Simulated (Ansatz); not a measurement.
Basis-set extrapolation for boron trifluoride (PBE0-D4/def2-TZVP geometry, frozen core, the Gaussian-basis code of Ansatz). Multiplicity 1, RHF reference.

|  | def2-TZVPP | def2-QZVPP |
| --- | --- | --- |
| HF | -323.343976 | -323.358613 |
| MP2 correlation | -0.833407 | -0.912540 |
| CCSD(T) correlation | -0.858928 | -0.936301 |

Energies in hartree. Use E(X) = E(∞) + A·exp(−7.88·√X) for Hartree–Fock and E(X) = E(∞) + B·X^(−2.97) for correlation, with X = 3 and 4.

Q: What is the CCSD(T) energy at the basis-set limit?

A: HF limit: -323.358613 + (-0.014637) × 0.13774 = -323.36063. Correlation limit: -0.936301 + (-0.077373) × 0.74074 = -0.99361. Total: -324.35424 hartree, 4.12 eV below CCSD(T)/def2-TZVPP.
